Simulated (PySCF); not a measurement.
**Which method gave which barrier?**

Saddle point of CH7FSi, singlet (CH₅FSi ([CH3][SiH2][F]) + H₂ → CH₆Si ([CH3][SiH3]) + HF; bonds formed: Si1–H7, F2–H6; bonds broken: Si1–F2, H6–H7), PBE0-D4/def2-TZVP structure:

```json
{"atom": "Si1", "x (Å)": "-0.3719", "y (Å)": "0.0716", "z (Å)": "-0.5674"}
{"atom": "F2", "x (Å)": "1.4839", "y (Å)": "0.6695", "z (Å)": "-0.8536"}
{"atom": "H3", "x (Å)": "-0.2794", "y (Å)": "-0.6159", "z (Å)": "-1.8732"}
{"atom": "H4", "x (Å)": "-1.8379", "y (Å)": "0.3637", "z (Å)": "-0.4349"}
{"atom": "C5", "x (Å)": "0.0906", "y (Å)": "-0.8204", "z (Å)": "0.9939"}
{"atom": "H6", "x (Å)": "0.6564", "y (Å)": "1.5407", "z (Å)": "-0.6936"}
{"atom": "H7", "x (Å)": "-0.2646", "y (Å)": "1.7733", "z (Å)": "-0.5364"}
{"atom": "H8", "x (Å)": "0.1310", "y (Å)": "-0.1154", "z (Å)": "1.8283"}
{"atom": "H9", "x (Å)": "-0.6726", "y (Å)": "-1.5659", "z (Å)": "1.2294"}
{"atom": "H10", "x (Å)": "1.0645", "y (Å)": "-1.3011", "z (Å)": "0.9076"}
```

Computed with PySCF 2.14 with density fitting (its default auxiliary sets; JK sets also for MP2 and CCSD(T)) (basis: def2-TZVPP, with def2-QZVPP for the basis limit); correlated methods freeze the cores. Extrapolation: Hartree–Fock as exp(−7.88 √X), correlation as X^−2.97. Four methods, as single points on the PBE0-D4 structures, gave these electronic barriers from the start structure: 1.821, 2.379, 2.631, 3.328 eV.

Q: The methods were, in alphabetical order, HF, MP2, PBE0-D4, SPW92. Which gave which? (Judge from chemistry; the calculation decides.)

A: The calculation gives: SPW92 1.821; PBE0-D4 2.379; MP2 2.631; HF 3.328 eV. For comparison, CCSD(T) at an estimated basis limit (MP2 extrapolated from triple and quadruple zeta, plus CCSD(T) − MP2 in triple zeta) gives 2.631 eV.

The T1 diagnostic stays at or below 0.013.

Labels in which every atom is bracketed show which atoms are joined, not bond orders.

For scale, one of the runs: CCSD(T)/def2-TZVPP, 202 basis functions, launched by `OMP_NUM_THREADS=4 python run.py`. The run took 6.4 min on 4 CPU threads of an Arm Neoverse V1 (shared host), with 2.5 GiB of host memory at its peak.
